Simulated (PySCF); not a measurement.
Compound: isothiofulminic acid, CHNS.
Geometry (PBE0-D3(BJ)/def2-TZVP, Å), atoms numbered from 1 in this order:
```xyz
4
CHNS angstrom
C      1.697   -0.203    0.862
N      0.581    0.045    0.598
S     -0.971    0.534    0.358
H     -1.269   -0.401   -0.563
```

All values: wB97X-D/pcSseg-2 (PySCF, non-relativistic), on one gas-phase PBE0-D3(BJ)/def2-TZVP geometry that isn't relaxed in the solvent. The solvent is an IEF-PCM continuum (Bondi radii, 1.10 Å for H, scaled by 1.2). Specific hydrogen bonds and non-electrostatic terms are outside this model.

Gas phase at wB97X-D/pcSseg-2: HOMO -9.81 eV, LUMO 0.73 eV, dipole 3.23 D.

Problem. What does the continuum do to the energy, the frontier levels and the dipole at wB97X-D/pcSseg-2 in chloroform?

Solution. 
```
   solvent      ε  E(solvent) − E(gas) (kcal/mol)  polarisation term (kcal/mol)  distortion of the solute (kcal/mol)  HOMO (eV)  LUMO (eV)  dipole (D)
chloroform  4.711                           -3.66                         -4.30                                 0.64      -9.61       0.99        3.98
```

The polarisation term is half the interaction of the solute with the surface charges that it induces; the rest is the cost of distorting the solute's density. The sum is the electrostatic part of solvation alone.

Problem. Which radius a makes the point-dipole formula ΔE = −[(ε − 1)/(2ε + 1)]·μ²/a³ give the value in chloroform, with the gas-phase dipole?

Solution. μ = 1.271 au and |ΔE| = 0.00583 Eh give a = 2.44 Å; the farthest nucleus lies 1.78 Å from the centroid of the nuclei. The formula assumes a rigid point dipole at the centre of a sphere.

Problem. Give the dipole vector in the frame of the coordinates (D, pointing from negative to positive charge), gas and chloroform.

Solution. Gas (-2.99, 0.05, -1.22), solvent (-3.68, 0.04, -1.52). Its length changes by +23 % and its direction by less than 1°.

Note: wB97X-D ran without an empirical dispersion term, which enters the total energy and its gradient alone.
